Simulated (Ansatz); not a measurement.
A nudged elastic band was laid between two geometries of BFH₂O (5 atoms, charge 0, multiplicity 1).

These are results of RKS PBE0-D4/def2-SVP in Ansatz, not measurements.

* movable images: 5
* climbing image: yes
* spring: 5.0 eV/Å²
* optimiser: quadratic models (default)
* start path: through a guess of the saddle point
* force threshold: 0.05 eV/Å
* iteration limit: 60
* end points: relaxed

First end point:

```xyz
5
Properties=species:S:1:pos:R:3
B 0.247 -0.090 0.183
H 0.154 -0.117 1.390
O 1.379 -0.377 -0.480
H 2.109 -0.605 0.103
F -0.815 0.237 -0.535
```

Last end point:

```xyz
5
Properties=species:S:1:pos:R:3
B -0.896 -0.342 0.030
H 1.351 -0.152 1.260
O 1.650 0.034 0.360
H 1.933 -0.833 0.046
F -0.963 0.341 -1.034
```

(1) What changes between the two ends?

(2) What energy profile does the band end with?

(3) What is the geometry of the highest image?

Results:

(1) Bonds broken: B1–H2, B1–O3. Bonds formed: H2–O3. BFH2O becomes BF + H2O.

(2) The forces met the threshold. The highest image is number 4 of 0 to 6, 4.69 eV above the first end and 0.68 eV above the last; the last end lies 4.01 eV above the first. The profile has 2 maxima (images 1, 4) with wells between them (image 2): this band takes more than one step, which may be the mechanism or a detour left from its start path. A structure lower than the first end lies on the path between it and the top, so the climb from that side starts below the end, which may itself be a saddle point or a shallow side well. Neighbouring images differ by up to 3.4 eV, so the band resolves the path poorly. A vibrational analysis at the climbing image gives one clearly imaginary mode, 1388i cm⁻¹: a first-order saddle point. The orbitals stay closed-shell, which can raise the energy where a bond breaks towards radicals; this wasn't checked here.

| image | path coordinate (Å) | energy (eV) | B1–H2 (Å) | B1–O3 (Å) | H2–O3 (Å) |
| --- | --- | --- | --- | --- | --- |
| 0 | 0.00 | 0.00 | 1.21 | 1.34 | 2.25 |
| 1 | 0.80 | 0.46 | 1.21 | 1.35 | 2.25 |
| 2 | 1.60 | -0.03 | 1.20 | 1.34 | 2.22 |
| 3 | 2.40 | 1.30 | 1.20 | 1.36 | 1.84 |
| 4 | 3.20 | 4.69 | 1.48 | 1.57 | 1.13 |
| 5 | 3.88 | 4.08 | 2.19 | 2.22 | 0.97 |
| 6 | 4.56 | 4.01 | 2.57 | 2.59 | 0.97 |

(3) 
```xyz
5
Properties=species:S:1:pos:R:3
B -0.201 0.120 0.306
H 0.873 -0.237 1.256
O 1.366 -0.023 0.267
H 1.707 -0.776 -0.264
F -0.671 -0.035 -0.904
```

The run took 2 min on 1 thread of Arm Neoverse V1, on a shared host, peak memory 0.098 GiB.
